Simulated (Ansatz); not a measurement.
**Multireference treatment of C3H5P, triplet**

Computed with Ansatz's Gaussian-basis code (development build). Basis cc-pVTZ on C/H, cc-pV(T+d)Z on P, nonrelativistic, no frozen core. State-specific CASSCF; RHF is the lowest restricted (open-shell) Hartree–Fock solution met. No symmetry is imposed, so a solution can break that of the shape. The lowest solution met needn't be the lowest there is, nor hold the orbitals that a chemist would pick.

Geometry:

```xyz
9

C     0.0000   -2.2294   -0.7645
C     0.0000   -0.8835   -0.7610
C     0.0000   -0.0901    0.4517
P     0.0000    1.6016    0.4301
H     0.0000   -2.7974    0.1619
H     0.0000   -2.7965   -1.6893
H     0.0000   -0.3467   -1.7097
H     0.0000   -0.6462    1.3895
H     0.0000    1.7810    1.8387
```

**Question.** What do CASSCF and its corrections give against RHF in CAS(4,4), and what are the occupations?

**Answer.** CASSCF -1.036 eV, SC-NEVPT2 -20.929 eV; occupations 1.90, 1.03, 0.97, 0.10.

**Question.** Roughly how much CPU time does a whole run from the default start take (median of such runs, summed over threads; nearly all runs on one pinned thread of a shared server, mostly Xeon at 2.3 to 2.6 GHz, by a development driver)?

**Answer.** CAS(4,4): about 38 s. Other jobs ran beside these, and the count of passes differs.
